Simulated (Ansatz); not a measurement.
**CHBN+ (triplet): from Hartree-Fock to the top rungs, cc-pVDZ**

How much of the correlation energy of CHBN+ (triplet) does each wave-function method recover here?

Program: Ansatz 0.2.0, Gaussian basis. Level of theory: cc-pVDZ, core rule «outside noble gas», up to 3 orbitals frozen. These are calculated values, not measurements.

To be run: UHF; CCSD(T) on ROHF; CCSD(T) on UHF; BCCD(T) on ROHF; CISD; CCSDT(Q) on ROHF; CCSDT(Q) on UHF; CASSCF and MRCISD+Q, 10 electrons in 10 orbitals; CASSCF and NEVPT2, 10 electrons in 10 orbitals.

19 further runs of the same task are left out: 7 that didn't finish, 12 set aside as unsound or not needed.

## Step 1: The geometry

The geometry is a PBE0/def2-TZVP stationary point (not a proven minimum) of the parent state, kept for this charge and spin.

4 atoms, charge 1, spin multiplicity 3.

Atoms are counted from 1 here; the program's logs count them from 0.

Bond lengths: B1–N2 1.277 Å, B1–H4 1.169 Å, N2–C3 1.253 Å. Angles: N2–B1–H4 180.0°, B1–N2–C3 180.0°.

## Step 2: UHF

in.yaml

```yaml
crystal:
  periodic: [false, false, false]
  atoms:
    - {symbol: B, position_ang: [0.000000, 0.000000, 0.659600]}
    - {symbol: N, position_ang: [0.000000, 0.000000, -0.617700]}
    - {symbol: C, position_ang: [0.000000, 0.000000, -1.870800]}
    - {symbol: H, position_ang: [0.000000, 0.000000, 1.828900]}
basis:
  gaussian: {orbitals: cc-pVDZ}
total_charge: 1
magnetization: {spin_polarized: true, initial_magnetization: 2}
hamiltonian: {xc: hf}
output: {orbitals: {seedname: orbitals}}
```

The run is started by

```sh
> ansatz run in.yaml --threads 1 --pin off --events-out ev --progress --plain --max-ram 2393MiB
```

After this run come: CCSD(T) on ROHF; CCSD(T) on UHF; BCCD(T) on ROHF; CISD; CCSDT(Q) on ROHF; CCSDT(Q) on UHF; CASSCF and MRCISD+Q, 10 electrons in 10 orbitals; CASSCF and NEVPT2, 10 electrons in 10 orbitals.

**Question.** What will the summary of the whole plan be? Wanted: UCCSDT(Q) below the RHF energy; RMP2 from UCCSDT(Q); UMP2 from UCCSDT(Q); RCCSD from UCCSDT(Q); RCCSD(T) from UCCSDT(Q); UCCSD(T) from UCCSDT(Q); RCCSDT(Q) from UCCSDT(Q); NEVPT2 frontier from UCCSDT(Q); MRCISD+Q frontier from UCCSDT(Q).

As calculated:

| quantity | value |
| --- | --- |
| UCCSDT(Q) below the RHF energy | -8.8807 eV |
| RMP2 from UCCSDT(Q) | +26.78 kcal/mol |
| UMP2 from UCCSDT(Q) | +28.18 kcal/mol |
| RCCSD from UCCSDT(Q) | +9.93 kcal/mol |
| RCCSD(T) from UCCSDT(Q) | +1.52 kcal/mol |
| UCCSD(T) from UCCSDT(Q) | +1.87 kcal/mol |
| RCCSDT(Q) from UCCSDT(Q) | +0.11 kcal/mol |
| NEVPT2 frontier from UCCSDT(Q) | +27.56 kcal/mol |
| MRCISD+Q frontier from UCCSDT(Q) | +1.53 kcal/mol |
| levels within 1 kcal/mol (43 meV) | RCCSDT, UCCSDT, RCCSDT(Q) |
| T1 diagnostic | 0.044 |

RCCSD(T) misses by +1.52 kcal/mol, 0.7 % of the correlation energy. Of the multireference levels listed MRCISD+Q frontier comes nearest in total energy (+1.53 kcal/mol), which doesn't show that its space is the better one. These misses are within one basis, not against nature; the frozen cores of restricted and unrestricted runs differ, which can shift their rows.
